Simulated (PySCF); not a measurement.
Gas-phase reaction: 3 SiH3 + 2 SiHCl3 ⇌ 3 SiHCl2 + 2 SiH4

Energies from PySCF, thermal terms from the rigid-rotor harmonic-oscillator model, ideal gas at 1 bar. † marks an energy on the PBE0/def2-TZVP geometry and frequencies; other levels use their own. MP2 and CCSD(T) freeze the core. 6-31G* has spherical d functions here. Open shells (unrestricted): SiH3 (multiplicity 2), SiHCl2 (multiplicity 2); the rest are closed-shell singlets. B3LYP is the form with VWN-RPA correlation. SiHCl2: computed as isolated molecules; such fragments, hydroxides, amides, oligomers or adducts are transient or little studied in the gas. MP2 isn't extrapolated to the basis-set limit. CCSD(T) isn't extrapolated to the basis-set limit.

| level | ΔH°(298 K), kJ |
|---|---|
| B3LYP/def2-TZVP† | … |
| BLYP/def2-TZVP† | … |
| CCSD(T)/def2-TZVPP† | 17 |
| HF/6-31G* | … |
| M06-2X/def2-TZVP† | 1 |
| MP2/def2-SVP† | 36 |
| PBE/def2-TZVP† | -15 |
| PBE0/def2-QZVP† | … |
| PBE0/def2-TZVP | -2 |
| r2SCAN/def2-TZVP† | 1 |

Task: Fill in the missing entries.

Result: 
- B3LYP/def2-TZVP†, ΔH°(298 K), kJ: -16
- BLYP/def2-TZVP†, ΔH°(298 K), kJ: -29
- HF/6-31G*, ΔH°(298 K), kJ: 7
- PBE0/def2-QZVP†, ΔH°(298 K), kJ: -4
